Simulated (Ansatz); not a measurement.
Basis-set extrapolation for C4H8S, SMILES `C=C(C)SC` (PBE0-D4/def2-TZVP geometry, frozen core, Ansatz 0.2.0). Multiplicity 1, RHF reference.

|  | def2-TZVPP | def2-QZVPP |
| --- | --- | --- |
| HF | -553.706567 | -553.725219 |
| MP2 correlation | -0.857475 | -0.916038 |
| CCSD(T) correlation | -0.951411 | not run |

Energies in hartree. Use E(X) = E(∞) + A·exp(−7.88·√X) for Hartree–Fock and E(X) = E(∞) + B·X^(−2.97) for correlation, with X = 3 and 4, and add CCSD(T) minus MP2 of the smaller set to the MP2 limit.

What is the CCSD(T) energy at the basis-set limit?

HF limit: -553.725219 + (-0.018652) × 0.13774 = -553.72779. MP2 limit: -0.916038 + (-0.058563) × 0.74074 = -0.95942. Higher-order term: -0.951411 − (-0.857475) = -0.09394. Total: -554.78115 hartree, 323.4 kJ/mol below CCSD(T)/def2-TZVPP.
